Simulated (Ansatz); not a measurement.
Consider the hydrogenolysis of a C–O bond: `COC(O)(F)F` + H₂ → `COC(F)F` + H₂O.

Computed with Ansatz on PBE0-D4/def2-TZVP structures; ΔE is electronic, products minus reactants. CCSD(T)/CBS is the MP2 limit (def2-TZVPP, def2-QZVPP) plus CCSD(T) − MP2 in def2-TZVPP, frozen cores. This one scheme is used for every species. DFT in def2-TZVPP. One conformer a species, not always the lowest.

`COC(O)(F)F`:

```xyz
10

C    -0.565   -0.347   -1.244
O    -0.308    0.561   -0.178
C     0.515    0.110    0.798
O     0.656    1.044    1.756
F     0.036   -1.054    1.319
F     1.737   -0.198    0.327
H     0.366   -0.638   -1.734
H    -1.195    0.192   -1.946
H    -1.089   -1.233   -0.881
H    -0.154    1.564    1.784
```

H₂:

```xyz
2

H    -0.067   -0.119   -0.347
H     0.067    0.119    0.347
```

`COC(F)F`:

Cartesian coordinates in Å:
```
C -0.238 -1.162 0.137
O -0.781 0.143 0.036
C 0.149 1.114 -0.078
F 0.761 1.067 -1.292
F -0.483 2.288 0.005
H 0.476 -1.226 0.966
H -1.074 -1.829 0.333
H 0.255 -1.457 -0.792
H 0.936 1.062 0.687
```

H₂O:

Z-matrix (Å, degrees):
```
O
H 1 0.960
H 1 0.960 2 105.1
```

```csv
level,ΔE (kJ/mol),difference from CCSD(T)/CBS
revPBE-D4,-32.4,9.2
BLYP-D4,-36.9,4.7
PBE0-D4,-34.5,7.1
r2SCANh-D4,-27.1,14.5
ωB97M-V,-30.3,11.3
PBE0,-37.3,4.3
LC-ωPBE,-34.8,6.8
HF/def2-SVP,-20.2,21.4
HF/def2-TZVPP,-41.2,0.4
HF/CBS(def2),-42.6,-1.0
CCSD(T)/CBS,-41.6,0
```

Largest T1 diagnostic among the species: 0.011.

Leaving LDA and LC-ωPBE aside and taking each functional with its dispersion term where it has one, the values, not all of them listed here, spread over 14.4 kJ/mol, from B2PLYP to r2SCAN-D4. LDA lies +18.3 kJ/mol from PBE without D4. At CCSD(T), def2-SVP lies +32.8 kJ/mol from the extrapolated value and def2-TZVPP +4.4 kJ/mol.
